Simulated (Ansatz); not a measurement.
**Lutetium, hcp: convergence with cold smearing**

Computed with Ansatz, LDA, scalar-relativistic PAW, on the relaxed cell (a = 3.382 Å, c = 5.252 Å (c/a = 1.553); spin not included). Errors count from a run at 420 eV on a Γ-centred 18×18×10 mesh with Fermi-Dirac smearing of 0.1 eV, extrapolated to zero width. Fixed here: cutoff 420 eV, mesh 11×11×6. The SCF starts from atomic densities corrected by a trained network.

```tsv
width (eV)	E(σ→0) error (meV/atom)	F error (meV/atom)	P (GPa)	SCF iterations
0.01	-3.4	-3.5	-0.35	8
0.03	-3.4	-3.4	-0.33	8
0.1	-3.5	-3.2	-0.24	8
0.2	-2.4	-1.6	-0.23	8
0.3	-0.1	-2.1	-0.17	8
0.6	-2.9	-15.1	-0.09	8
```

What does the run at 1.0 give (width)?

E(σ→0) error (meV/atom): -13.6; F error (meV/atom): -47.4; P (GPa): 0.39; SCF iterations: 8.
